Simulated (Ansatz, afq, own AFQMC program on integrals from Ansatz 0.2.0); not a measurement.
# Where AFQMC and coupled cluster stand for B$_{2}$H$_{5}$, doublet

```yaml
atoms:
  - { symbol: B, position_ang: [-1.3404, 0.0000, 0.0000] }
  - { symbol: H, position_ang: [-1.9372, 1.0336, 0.0000] }
  - { symbol: H, position_ang: [-1.9372, -1.0336, 0.0000] }
  - { symbol: H, position_ang: [0.0846, 0.0000, 0.0000] }
  - { symbol: B, position_ang: [1.3476, 0.0000, 0.0000] }
  - { symbol: H, position_ang: [1.8566, 0.0000, 1.0770] }
  - { symbol: H, position_ang: [1.8566, 0.0000, -1.0770] }
```

Basis cc-pVDZ. Noble-gas cores (and the filled d shells of Ga–Kr and In–Xe) are frozen. Integrals, coupled cluster, full CI and functionals: Ansatz 0.2.0; the random walks run on the same integrals in our own AFQMC program. The CISD trial takes its coefficients from CCSD amplitudes. Released means that phaseless walkers are propagated on without the constraint, phases kept. ± is one standard error of the sampling.

Determinant: UHF, the one that the program's search chose, which needn't be the lowest solution. The geometry is a point of a scan.

No full CI on the walks' own integrals is used here; CCSDT(Q) serves as the reference and is uncertain by about the last step of the cluster series.

- T1 diagnostic: 0.0111
- weight of the determinant in the CISD state: 0.890
- ⟨S²⟩ of the determinant: 0.768
- size of the correlated space: 11 electrons in 51 orbitals

```csv
level,correlation energy (eV)
MP2,-4.7716
CCSD,-5.9660
CCSD(T),-6.0869
```

Q: Estimate where phaseless AFQMC with a CISD trial lies against CCSD(T) on the same integrals.

A: 2.0 ± 0.2 kJ/mol below CCSD(T).

Reference: CCSDT(Q), correlation energy -6.117 eV. The released energy is read at 2.40 1/Eh (meV from the phaseless value at times in 1/Eh: -5.4 ± 1.6 at 0.24, -8.3 ± 1.6 at 0.51, -11.1 ± 1.5 at 0.99, -6.9 ± 2.2 at 1.62, -10.6 ± 2.3 at 2.40).

```
         level  E − E(reference) (kJ/mol)  share of correlation (%)
       CCSD(T)                        2.9                     99.50
         CCSDT                        0.4                     99.93
 ph-AFQMC/CISD                  1.0 ± 0.2                     99.84
released AFQMC                  0.0 ± 0.2                    100.01
```

A walk keeps the symmetry of its determinant, which the program's search chose and which needn't be the lowest solution, so a lower state of the same spin and another symmetry isn't excluded. Released energies are given only where the last usable release times agree within the noise; a slower fall can still hide under it.
